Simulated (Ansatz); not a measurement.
**C3H6O (allyl alcohol): the vertical ionisation energy from total energies**

The species is C3H6O (10 atoms), meant as a singlet with charge 0. As SMILES, `C=CCO`. Geometry: relaxed at PBE0-D4/def2-TZVP. This is one conformer, not always the lowest.

```xyz
10

C    -1.0944    0.9475    0.5662
C     0.1418    0.4971    0.4042
C     0.4752   -0.8698   -0.0928
O     1.2889   -0.8327   -1.2502
H    -1.9546    0.3202    0.3508
H    -1.2955    1.9497    0.9267
H     0.9919    1.1418    0.6174
H    -0.4479   -1.4392   -0.2676
H     1.0603   -1.4132    0.6550
H     0.8341   -0.3015   -1.9096
```

Both states at this one shape; open shells run unrestricted unless said. 1 Eh = 27.2114 eV.

```tsv
level	program	singlet C3H6O (Eh)	doublet C3H6O+ (Eh)
HSE06/cc-pVDZ	Ansatz	-192.887991	-192.530403
wB97M-V/cc-pVDZ	Ansatz	-193.031252	-192.665283
PBE-QIDH/cc-pVDZ, 4 core orbitals frozen	Ansatz	-192.822584	-192.449236
RPA@PBE/cc-pVDZ, 4 core orbitals frozen	Ansatz	-192.865050	-192.512461
```

Q: Work out the vertical ionisation energy at each level.

A: 
1. HSE06/cc-pVDZ: -192.530403 − (-192.887991) = 0.357588 Eh = 9.73 eV.
2. wB97M-V/cc-pVDZ: -192.665283 − (-193.031252) = 0.365969 Eh = 9.96 eV.
3. PBE-QIDH/cc-pVDZ: -192.449236 − (-192.822584) = 0.373348 Eh = 10.16 eV.
4. RPA@PBE/cc-pVDZ: -192.512461 − (-192.865050) = 0.352589 Eh = 9.59 eV.

No measured value is set beside it here; the levels span 9.59 to 10.16 eV.
